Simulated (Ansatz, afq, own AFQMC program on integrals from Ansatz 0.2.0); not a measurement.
Two steps: Ansatz 0.2.0 writes the Fock matrix and Cholesky factors of the valence space, and afq projects on them the lowest state that overlaps trial and start.

```yaml
crystal:
  periodic: [false, false, false]
  atoms:
    - {symbol: Al, position_ang: [-0.120392, 0.000295, -0.266997]}
    - {symbol: H, position_ang: [0.902381, 0.003623, 3.993387]}
    - {symbol: H, position_ang: [-0.637619, -0.017911, 3.934298]}
    - {symbol: H, position_ang: [1.474669, 2.781836, -0.379671]}
    - {symbol: H, position_ang: [1.483338, -2.775440, -0.400773]}
basis:
  gaussian: {orbitals: 6-31G}
magnetization: {spin_polarized: false, initial_magnetization: 1}
correlation: {method: ccsd_t, electrons: outside_noble_gas, hamiltonian_folder: ham}
```

```sh
$ ansatz run in.yaml --threads 1 --pin off --events-out ev --progress --plain --max-ram 16896MiB --backend cuda --devices 0, --max-vram 18GiB
```

afq runs on the folder ham with

```
--method phaseless --trial cisd --walkers 4000 --populations 20 --least-time 60 --time-step 0.005 --steps-per-block 50 --equilibration-blocks 40 --max-blocks 4000 --target-error 0.00032 --factor-cut 1e-05 --start spin_pure --seed 8838 --release-times 0.24,0.51,0.99,1.62,2.4 --release-step 0.03 --release-every 3 --taylor-order 6
```

Times are imaginary, in 1/Eh. The walk had a cap of 122 s. With eight or more populations the least sampling time is a fifth of least-time, and the error comes from their spread.

Log:

```
orbitals 16  electrons 4 3  factors 74 of 270
reference energy -243.77062861 Eh
CCSD correlation -0.17914068 Eh in 27 cycles, weight of the determinant in the CISD state 0.6386
energy of the start -243.949771 Eh
 block  time / (1/Eh)  mean weight  energy / Eh
     1     0.250  0.9998  -243.946291
     2     0.500  0.9999  -243.944333
     3     0.750  1.0000  -243.943370
     4     1.000  1.0000  -243.942930
     5     1.250  0.9999  -243.942989
     7     1.750  1.0000  -243.943470
     9     2.250  1.0000  -243.943799
    11     2.750  1.0000  -243.945243
    15     3.750  1.0002  -243.946670
    19     4.750  1.0000  -243.947809
    23     5.750  0.9999  -243.947496
    27     6.750  1.0000  -243.947680
    31     7.750  1.0001  -243.947351
    35     8.750  0.9999  -243.951515
    39     9.750  1.0001  -243.947847
    43    10.750  1.0001  -243.947304
    47    11.750  0.9994  -243.947007
    51    12.750  1.0001  -243.947164
    55    13.750  1.0001  -243.948571
    59    14.750  1.0001  -243.949688
    63    15.750  1.0001  -243.949588
    67    16.750  1.0000  -243.947873
    71    17.750  1.0002  -243.947684
    73    18.250  1.0001  -243.946172
    75    18.750  1.0000  -243.947635
    79    19.750  1.0000  -243.948317
    83    20.750  1.0000  -243.948708
    87    21.750  1.0003  -243.948808
    89    22.250  1.0000  -243.947960
error from the spread of 20 populations
released: time / (1/Eh)  energy / Eh  error  mean overlap
  0.24  -243.948365  0.000295  1.0020
  0.51  -243.948773  0.000266  1.0021
  0.99  -243.949463  0.000227  1.0032
  1.62  -243.950602  0.000265  1.0038
  2.40  -243.951527  0.000265  1.0034
energy -243.947993 +/- 0.000292 Eh
(rows thinned)
```

The run passed its tests (sampling time, drift between the halves within three errors, error under three times the target), which doesn't prove that it has relaxed.

Against this walk (error 7.9 meV) on the same determinant: CCSD(T) 155.6 meV lower, CCSDT(Q) 208.7 meV lower, CCSDTQ 208.6 meV lower, full CI 208.4 meV lower. The error is statistical and leaves out the bias of the constraint. The released energies are still falling (meV from the phaseless value at times in 1/Eh: -10 ± 8 at 0.24, -21 ± 7 at 0.51, -40 ± 6 at 0.99, -71 ± 7 at 1.62, -96 ± 7 at 2.40), so they give no level; they do show a bias of the constraint, and the last of them that isn't too noisy lies 112 meV above full CI. Full CI is exact here, so the walk's 208 meV above it is the walk's own error: the bias of the constraint with this trial. It lies above even CCSD, by 48 meV. The determinant is a poor start (see the cautions), so the low cluster orders aren't to be relied on, and full CI is the sure value.

Cautions: constraint bias not in the error; a spin-contaminated unrestricted determinant lies lower (UHF 2.83 eV lower, ⟨S²⟩ 2.18); the search met a lower determinant of the same kind, perhaps of another symmetry (1.09 eV lower), and this one is a saddle point; strong correlation (T1 0.104, weight of the determinant 0.64, largest double 0.27); the CCSD(T) amplitudes may be one of several solutions (largest double 0.27); the CCSDT(Q) amplitudes may be one of several solutions (largest double 0.29); the CCSDTQ amplitudes may be one of several solutions (largest double 0.29).

The walk took 26 s on 1 × NVIDIA H100 80GB HBM3 with 2 threads of AMD EPYC 7R13 Processor (Zen 3), on a shared host (the card was shared). The log's last line is the phaseless energy.

CCSDT and higher add their correlation energy to the determinant of the CCSD(T) run, since their own runs factorise the integrals more tightly (a shift of under 2 meV).
